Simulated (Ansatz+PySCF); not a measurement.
Two shapes of singlet NF₃.

Shape 1:

```xyz
4

N     0.0000    0.0000    0.4672
F     1.2173    0.0000   -0.1211
F    -0.6087    1.0543   -0.1211
F    -0.6087   -1.0543   -0.1211
```

Shape 2:

```xyz
4

N    -0.0047    0.0139    0.5150
F     1.2402   -0.0272   -0.1564
F    -0.5929    1.0120   -0.0995
F    -0.5885   -1.0924   -0.0959
```

Basis set: def2-SVP (spherical functions). Correlated methods keep 4 orbitals frozen. Charge 0, multiplicity 1.

Computed with Ansatz (development build ahead of 0.2.0); each method stands on the lowest determinant of its kind that the runs found.

Problem. Which shape is lower in energy, and by how much in each method?

Solution.

```csv
method,E(2) − E(1) (eV)
RHF,0.248
RHF-MP2,0.099
UHF-CCSD,0.111
UHF-CCSD(T),0.086
ωB97X (restricted),0.121
```

Shape 1 is lower.
